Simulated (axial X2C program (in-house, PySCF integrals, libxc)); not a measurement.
# PS⁺: from Re and ωe to a spectrum

A bond curve at the PBE0 level, two-component, was computed with an in-house relativistic program for diatomic molecules (basis S dyall-av3z [9s8p3d2f], P dyall-v3z [8s7p2d1f] (cores contracted in-house)) for the state Ω = 0 (closed shell). Its fit gives Re = 1.8259 Å, ωe = 887.3 cm⁻¹, ωexe = 2.57 cm⁻¹ and αe = 1.350e-03 cm⁻¹; the masses are 31.9721 and 30.9738 u. Two-component means X2C with spin–orbit coupling and atomic mean-field Coulomb and Gaunt terms.

Find the reduced mass, Be and the force constant.

From the PBE0 values: μ = 15.7325 u. Be = 16.8576/(μ Re²) = 0.3214 cm⁻¹. k = 5.8918×10⁻⁷ μ ωe² = 7.3 mdyn/Å.

Estimate De from a Morse curve and compare with the computed well depth of 6.669 eV to S+ + P.

De(Morse) = ωe²/(4ωexe) = 9.495 eV against 6.669 eV computed, a ratio of 1.42. The extrapolation overshoots: the well softens faster than a Morse curve, or the lowest atomic limit lies below the one to which the curve heads.

Give B0, the J = 1←0 line in GHz and the most populated J at 300 K (kT = 208.5 cm⁻¹).

B0 = Be − αe/2 = 0.3207 cm⁻¹; 2B0 = 19.23 GHz; J(max) ≈ √(kT/2B0) − 1/2 = 17.5, so J = 18.

Estimate the centrifugal constant by the Kratzer relation.

D = 4Be³/ωe² = 1.69e-07 cm⁻¹.

Where do the fundamental and the first overtone lie?

ν(1←0) = ωe − 2ωexe = 882.2 cm⁻¹; ν(2←0) = 2ωe − 6ωexe = 1759.2 cm⁻¹.

Occupations by symmetry block were frozen at the best pattern of an incomplete PBE0 search. De is counted from the lowest determinant-based energies of the atoms at the same level, without counterpoise correction.
